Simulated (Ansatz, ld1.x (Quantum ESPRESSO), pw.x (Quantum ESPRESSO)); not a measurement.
From atom to crystal: TM potential for beryllium (Be)

```
Element                 : Be (Z = 4)
Generator               : ld1.x (Quantum ESPRESSO) 7.5
Type                    : norm-conserving Troullier–Martins (Kleinman–Bylander form)
Functional              : PBEsol
Relativity              : scalar-relativistic
Frozen core             : [He]
Valence charge          : 2
Reference configuration : 2s0.5 2p0 (charge +1.5)
Partial waves           : 2s (bound): rc 1.45 bohr; 2p (bound, empty): rc 3.70 bohr
Local potential         : the p channel
Core correction         : none
```

Crystal test: diamond Be in pw.x 7.5, no spin, 9³ k-points, Fermi–Dirac smearing 0.01 Ry, cutoffs 35/140 Ry. The reference is all-electron LAPW (Ansatz 0.2.0) with the same functional, mesh and smearing; V0 and B0 come from Birch–Murnaghan fits to the pressures at five volumes. Errors are pseudo minus all-electron; Δ is the rms difference of the E(V) curves that follow from these fits, minima aligned, over ±6 % about the mean V0. Mesh and smearing are coarse, so the numbers serve the comparison and aren't converged zero-temperature values; the lattice is a test structure that the element need not adopt.

```tsv
V (Å³/atom)	P all-electron (GPa)	P pseudo (GPa)
13.806	2.39	6.30
14.170	1.07	5.01
14.533	-0.11	3.88
14.896	-1.17	2.89
15.260	-2.12	2.00
```

All-electron: a0 = 4.877 Å (V0 = 14.50 Å³/atom), B0 = 45.0 GPa.

Pseudopotential: mean pressure error (GPa): +4.01. The pressure does not cross zero within the volumes sampled, so no fit is given. The largest radius (3.70 bohr) exceeds half the bond length (2.00 bohr), so the spheres overlap, which is one possible source of error among others. This is a poor potential for the solid.

Q: At the middle volume, how do free energy and pressure move when the wave cutoff is lowered (ecutrho kept at four times it)?

A:

```csv
cutoff (Ry),shift of F (meV/atom),shift of P (GPa)
16,+10.2,-0.06
21,+7.3,+0.16
28,+4.6,+0.01
```

The run at the middle volume (35 k-points, 7 iterations) took about 2.8 s on one core of a shared host (Neoverse-V1, 32 threads, 247 GiB, load 20).
